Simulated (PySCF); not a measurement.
Molecule: SMILES C=CC(=O)Cl, C3H3ClO.

Atom-mapped SMILES (the numbers label the heavy atoms): `[CH2:1]=[CH:2][C:3](=[O:4])[Cl:5]` (H(Xn): hydrogen on atom n). Ha(C1) is cis to C3; Hb(C1) is trans to C3.

Geometry PBE0-D3(BJ)/def2-SVP throughout; GIAO in PySCF, gas phase, one conformer, non-relativistic; equivalent atoms averaged; functional PBE0.

Q: How do the shifts δ (against TMS, H2O, HCl at the same level) depend on the basis set? (ppm; last column core-seconds on 1 thread of an Arm Neoverse V2, shared host)

A: 
```csv
basis set,functions,C3,C1,C2,O4,Cl5,Ha(C1),H(C2),Hb(C1),core-s
STO-3G,32,115.2,115.1,112.7,479.5,240.1,6.61,6.38,6.17,1.8
6-31G,55,167.0,133.6,132.9,533.8,443.1,7.11,6.50,6.32,3.5
6-31G*,80,161.9,131.8,129.6,494.7,417.0,6.64,6.12,5.89,4.8
def2-SVP,89,168.4,135.5,133.8,521.8,442.4,6.70,6.17,5.90,4.8
"6-311+G(2d,p)",161,172.7,140.9,140.1,528.9,479.8,6.91,6.63,6.04,11
def2-TZVP,179,175.0,142.2,141.5,541.5,494.2,6.89,6.64,6.05,13
```

Q: Which nucleus moves most, in ppm?

A: Cl5 (chlorine bonded to C): from 240.1 ppm with STO-3G to 494.2 ppm with def2-TZVP. The smallest spread is 0.43 ppm, at Hb(C1). Proton shifts span only some 12 ppm, so a few tenths of a ppm matter as much there as several ppm in carbon.

Q: Taking the largest basis, def2-TZVP (179 functions), as the yardstick, rank the others by their worst heavy-atom deviation.

A: 6-311+G(2d,p) 14.4 ppm (161 functions), 6-31G 51.1 ppm (55 functions), def2-SVP 51.8 ppm (89 functions), 6-31G* 77.2 ppm (80 functions), STO-3G 254.1 ppm (32 functions).

A small basis that lands close on one nucleus may do so by chance; judge by the trend and by all nuclei.
